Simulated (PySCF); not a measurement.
Record of a relaxation.

Species: cyanoformaldehyde, C2HNO.
Numbering: `[N:1]#[C:2][CH:3]=[O:4]` (hydrogens: H5 on C3)

Computed by this run: BHandHLYP/def2-TZVP geometry optimisation, gas phase in PySCF; density fitting, grid level 1; the optimiser is geomeTRIC in internal coordinates, started from a GFN2-xTB structure. The frame can shift and turn from step to step; on so coarse a grid that alone can change the energy by a few meV, and forces under 0.02 eV/Å are noise.

Step 0: E = -5624.6495 eV, largest atomic force 1.526 eV/Å
```
atom  x, y, z in Å  |  force x, y, z in eV/Å
N1      1.907   -0.228    0.570   -0.959   0.072  -0.299
C2      0.819   -0.068    0.252    1.400   0.278   0.539
C3     -0.557    0.080   -0.168   -1.286   0.016  -0.433
O4     -1.195    1.090   -0.104    0.832  -0.882   0.045
H5     -0.965   -0.870   -0.567    0.013   0.517   0.147
```

Step 1: E = -5624.3845 eV, largest atomic force 2.828 eV/Å
```
atom  x, y, z in Å  |  force x, y, z in eV/Å
N1      0.569   -1.866   -0.332    0.578  -0.050  -0.008
C2      0.363   -0.759   -0.177   -2.220  -0.865  -0.655
C3     -0.233    0.552    0.076    2.758  -0.220   0.581
O4      0.572    1.271    0.587   -1.153   1.315   0.112
H5     -1.263    0.798   -0.174    0.037  -0.180  -0.030
```

Step 2: E = -5624.5942 eV, largest atomic force 1.895 eV/Å
```
atom  x, y, z in Å  |  force x, y, z in eV/Å
N1      0.538   -1.890   -0.351    0.384   0.097  -0.034
C2      0.353   -0.780   -0.184   -1.280  -0.431  -0.202
C3     -0.192    0.551    0.089    1.719   0.576   0.551
O4      0.535    1.349    0.599   -0.771   0.027  -0.224
H5     -1.226    0.766   -0.171   -0.053  -0.268  -0.091
```

Step 3: E = -5624.6672 eV, largest atomic force 0.398 eV/Å
```
atom  x, y, z in Å  |  force x, y, z in eV/Å
N1      0.531   -1.893   -0.356    0.177   0.060  -0.049
C2      0.325   -0.789   -0.179   -0.290  -0.225  -0.013
C3     -0.159    0.564    0.091    0.217   0.166   0.289
O4      0.515    1.393    0.603   -0.064  -0.021  -0.128
H5     -1.203    0.722   -0.178   -0.040   0.020  -0.099
```

Step 4: E = -5624.6356 eV, largest atomic force 1.290 eV/Å
```
atom  x, y, z in Å  |  force x, y, z in eV/Å
N1      0.553   -1.885   -0.380    0.084   0.032  -0.093
C2      0.297   -0.801   -0.156   -0.093  -0.215   0.478
C3     -0.176    0.550    0.156    0.122   0.198  -1.269
O4      0.525    1.406    0.570    0.049  -0.007   0.463
H5     -1.191    0.726   -0.208   -0.161  -0.007   0.420
```

Step 5: E = -5624.6708 eV, largest atomic force 0.500 eV/Å
```
atom  x, y, z in Å  |  force x, y, z in eV/Å
N1      0.544   -1.891   -0.370    0.107   0.039  -0.067
C2      0.307   -0.798   -0.167   -0.129  -0.137   0.238
C3     -0.165    0.557    0.122    0.029   0.164  -0.471
O4      0.519    1.403    0.588    0.050  -0.055   0.155
H5     -1.197    0.726   -0.192   -0.058  -0.011   0.144
```

Step 6: E = -5624.6798 eV, largest atomic force 0.292 eV/Å
```
atom  x, y, z in Å  |  force x, y, z in eV/Å
N1      0.559   -1.892   -0.368    0.035   0.022  -0.036
C2      0.293   -0.806   -0.165    0.015   0.051   0.113
C3     -0.162    0.564    0.106   -0.247  -0.080  -0.134
O4      0.521    1.396    0.592    0.134  -0.011   0.033
H5     -1.203    0.735   -0.185    0.062   0.019   0.024
```

Step 7: E = -5624.6824 eV, largest atomic force 0.094 eV/Å
```
atom  x, y, z in Å  |  force x, y, z in eV/Å
N1      0.571   -1.888   -0.368    0.019   0.020  -0.016
C2      0.285   -0.808   -0.161   -0.022   0.023   0.030
C3     -0.169    0.563    0.102   -0.059  -0.072   0.013
O4      0.528    1.384    0.591    0.042   0.012  -0.013
H5     -1.207    0.745   -0.183    0.020   0.017  -0.013
```

Step 8: E = -5624.6831 eV, largest atomic force 0.034 eV/Å
```
atom  x, y, z in Å  |  force x, y, z in eV/Å
N1      0.580   -1.885   -0.371    0.000   0.001  -0.007
C2      0.277   -0.811   -0.156   -0.009   0.013   0.009
C3     -0.173    0.560    0.104    0.001  -0.033   0.005
O4      0.532    1.378    0.587    0.008   0.015  -0.003
H5     -1.209    0.753   -0.183    0.000   0.004  -0.003
```

Step 9: E = -5624.6831 eV, largest atomic force under 0.02 eV/Å
```
atom  x, y, z in Å  |  force x, y, z in eV/Å
N1      0.581   -1.884   -0.371   -0.003   0.000  -0.005
C2      0.276   -0.811   -0.155   -0.002   0.004   0.007
C3     -0.174    0.560    0.105    0.001  -0.009  -0.001
O4      0.533    1.378    0.586    0.004   0.006  -0.002
H5     -1.208    0.753   -0.184   -0.001   0.000   0.001
```

Q: Summarise the path.

A: The energy falls by 0.0336 eV from step 0 to step 9; nine tenths of that is first reached at step 6. It rises by more than 0.2 meV at steps 1 and 4. The largest force goes from 1.526 to under 0.02 eV/Å. Among the bonds C2–C3 changes most, from 1.447 to 1.466 Å; the atoms move by 0.026 Å rms after alignment.

Q: Follow the three bonds and two angles with the largest change from start to end.

A: 
```csv
step,E above end (eV),largest force (eV/Å),C2–C3 (Å),C3–H5 (Å),C3=O4 (Å),C2–C3–O4 (°),C2–C3–H5 (°)
0,0.0336,1.526,1.447,1.109,1.196,125.4,111.5
1,0.2987,2.828,1.462,1.088,1.194,109.9,123.2
2,0.0890,1.895,1.464,1.088,1.194,117.4,119.3
3,0.0160,0.398,1.461,1.089,1.185,122.7,113.9
4,0.0475,1.290,1.464,1.093,1.181,123.5,112.2
5,0.0124,0.500,1.464,1.092,1.183,123.6,113.0
6,0.0033,0.292,1.468,1.094,1.182,123.6,113.1
7,0.0008,0.094,1.467,1.092,1.183,122.7,113.8
8,0.0000,0.034,1.466,1.091,1.183,122.3,114.2
9,0.0000,under 0.02,1.466,1.091,1.183,122.3,114.2
```

The cost below is that of the whole optimisation. Time: 23 s of wall time; peak memory 0.52 GiB. Hardware: one thread, Arm Neoverse V1 (aarch64), no GPU (shared host).
